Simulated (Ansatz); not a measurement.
# C3H7N: basis-set convergence

How large a basis does C3H7N need? Two functionals are run in growing sets.

The runs use Ansatz 0.2.0, Gaussian basis; one geometry, several basis sets.

The runs, in order: PBE0-D4/def2-SVP; ωB97M-V/def2-SVP; PBE0-D4/def2-QZVPP; ωB97M-V/def2-QZVPP; the functionals' def2-TZVPP values are taken from earlier runs.

## 1. The geometry

An earlier PBE0-D4 in a triple-zeta def2 set relaxation fixed the geometry.

SMILES `C/C=N/C`, 11 atoms, charge 0, spin multiplicity 1.

Atoms are counted from 1 here; the program's logs count them from 0.

Bond lengths: C1–C2 1.488 Å, C1–H5 1.094 Å, C1–H6 1.095 Å, C1–H7 1.089 Å, C2–N3 1.259 Å, C2–H8 1.103 Å, N3–C4 1.438 Å, C4–H9 1.094 Å, C4–H10 1.100 Å, C4–H11 1.094 Å. Angles: C2–C1–H5 110.4°, C2–C1–H6 110.4°, C2–C1–H7 110.4°, H5–C1–H6 106.7°, H5–C1–H7 109.4°, H6–C1–H7 109.4°, C1–C2–N3 122.5°, C1–C2–H8 116.5°, N3–C2–H8 121.0°, C2–N3–C4 118.1°, N3–C4–H9 109.3°, N3–C4–H10 113.7°, N3–C4–H11 109.3°, H9–C4–H10 108.8°, H9–C4–H11 106.7°, H10–C4–H11 108.8°.

## 2. PBE0-D4 in def2-SVP

Contents of in.yaml:

```yaml
crystal:
  periodic: [false, false, false]
  atoms:
    - {symbol: C, position_ang: [-1.291392, 1.149853, -0.650919]}
    - {symbol: C, position_ang: [-0.451402, 0.028502, -0.151009]}
    - {symbol: N, position_ang: [0.748343, 0.185319, 0.198657]}
    - {symbol: C, position_ang: [1.472961, -0.965075, 0.668325]}
    - {symbol: H, position_ang: [-1.659957, 0.931832, -1.658150]}
    - {symbol: H, position_ang: [-2.172555, 1.280284, -0.014866]}
    - {symbol: H, position_ang: [-0.717413, 2.075626, -0.667836]}
    - {symbol: H, position_ang: [-0.933579, -0.962603, -0.099768]}
    - {symbol: H, position_ang: [1.832261, -0.776109, 1.683747]}
    - {symbol: H, position_ang: [0.879308, -1.891509, 0.668238]}
    - {symbol: H, position_ang: [2.358625, -1.113018, 0.044181]}
basis:
  gaussian: {orbitals: def2-SVP}
hamiltonian: {xc: pbe0, dispersion: d4}
output: {orbitals: {seedname: orbitals}}
```

On the command line:

```bash
$ ansatz run in.yaml --threads 2 --pin off --events-out ev --progress --plain --max-ram 4352MiB
```

The runs that follow: ωB97M-V in def2-SVP; PBE0-D4 in def2-QZVPP; ωB97M-V in def2-QZVPP.

Before running them: what should the planned runs give, taken together? Wanted: PBE0-D4: double and triple zeta above quadruple; ωB97M-V: double and triple zeta above quadruple.

As calculated:

| quantity | value |
| --- | --- |
| PBE0-D4: double and triple zeta above quadruple | 5.51, 0.27 eV |
| ωB97M-V: double and triple zeta above quadruple | 5.80, 0.27 eV |

For PBE0-D4 the step from double to triple zeta gains 5.24 eV and the next only 0.27 eV. Total energies overstate the basis error of differences, where much of it tends to cancel. The LUMO of ωB97M-V is positive and keeps falling with the basis (2.70 to 2.15 eV): an unbound level that the basis holds in place.
